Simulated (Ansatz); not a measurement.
Molecule (SMILES): FCl (F-Cl).
Atoms: F1, Cl2. Bonds: F1-Cl2.

Basis-set convergence of the optimised F1-Cl2 bond length at PBE with Ansatz (an electronic-structure program). Cartesian d functions, on some or all atoms, in 6-311G**, 6-311+G**; all else is spherical. No added dispersion term, no relativity. Reference: the value in pcseg-4, 1.6490 Å, itself unsure by roughly 0.0004 Å (its mean distance from aug-pcseg-3, aug-cc-pV(Q+d)Z, cc-pV(5+d)Z). Deviations are taken from unrounded values.

```
basis            functions  optimised F1-Cl2 bond length (Å)
---------------  ---------  --------------------------------
def2-SVP                32                            1.6730
def2-SVPD               50                            1.6769
pcseg-1                 32                            1.6932
aug-pcseg-1             50                            1.6925
cc-pV(D+d)Z             37                            1.6773
aug-cc-pV(D+d)Z         55                            1.6719
6-311G**                45                            1.6916
6-311+G**               53                            1.6918
pcseg-2                 64                            1.6558
aug-pcseg-2             96                            1.6555
def2-TZVP               68                            1.6520
def2-TZVPD              86                            1.6516
cc-pV(T+d)Z             69                            1.6505
aug-cc-pV(T+d)Z        101                            1.6518
def2-TZVPP              73                            1.6519
def2-TZVPPD             91                            1.6515
cc-pV(Q+d)Z            119                            1.6495
aug-cc-pV(Q+d)Z        169                            1.6500
pcseg-3                124                            1.6492
aug-pcseg-3            174                            1.6492
def2-QZVPP             127                            1.6500
def2-QZVPPD            145                            1.6501
```

What the diffuse functions change, pair by pair:
- def2-SVP to def2-SVPD: 18 more functions, deviation 0.0240 to 0.0279 Å
- pcseg-1 to aug-pcseg-1: 18 more functions, deviation 0.0442 to 0.0435 Å
- cc-pV(D+d)Z to aug-cc-pV(D+d)Z: 18 more functions, deviation 0.0283 to 0.0229 Å
- 6-311G** to 6-311+G**: 8 more functions, deviation 0.0426 to 0.0427 Å
- pcseg-2 to aug-pcseg-2: 32 more functions, deviation 0.0067 to 0.0064 Å
- def2-TZVP to def2-TZVPD: 18 more functions, deviation 0.0029 to 0.0026 Å
- cc-pV(T+d)Z to aug-cc-pV(T+d)Z: 32 more functions, deviation 0.0015 to 0.0028 Å
- def2-TZVPP to def2-TZVPPD: 18 more functions, deviation 0.0029 to 0.0024 Å
- cc-pV(Q+d)Z to aug-cc-pV(Q+d)Z: 50 more functions, deviation 0.0004 to 0.0010 Å
- pcseg-3 to aug-pcseg-3: 50 more functions, deviation 0.0002 to 0.0002 Å
- def2-QZVPP to def2-QZVPPD: 18 more functions, deviation 0.0009 to 0.0010 Å

They bring the value nearer the reference by more than 0.0004 Å in 3 of 11 pairs.
